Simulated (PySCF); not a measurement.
CH3S, SMILES C[S] (connectivity only; charge and spin as stated), charge -1, multiplicity 1. Geometry optimised at PBE0-D3(BJ)/def2-TZVPD. The multiplicity is an assumed one; other spin states were not compared. The isomer is the one that the SMILES or the coordinates give; other isomers of the formula were not compared.

All values below come from PySCF 2.14.0 with PBE0-D3(BJ)/def2-TZVPD.

Harmonic wavenumbers (cm⁻¹): 724, 930, 930, 1304, 1465, 1465, 2964, 3010, 3010. Rotational constants (GHz): 161.0, 12.95, 12.95; symmetry number 3.

### Question
Work out the zero-point energy and the ideal-gas rigid-rotor harmonic-oscillator thermochemistry at 298.15 K and 1 atm.

### Answer
ZPE = ½ Σ hcν = ½ × 15803 cm⁻¹ = 94.53 kJ/mol. H − E(el) = 105.02 kJ/mol. Entropy in J/(mol K): translation 156.79, rotation 74.61, vibration 2.43, total 233.83. G − E(el) = 35.31 kJ/mol. Cp = 41.71 J/(mol K).
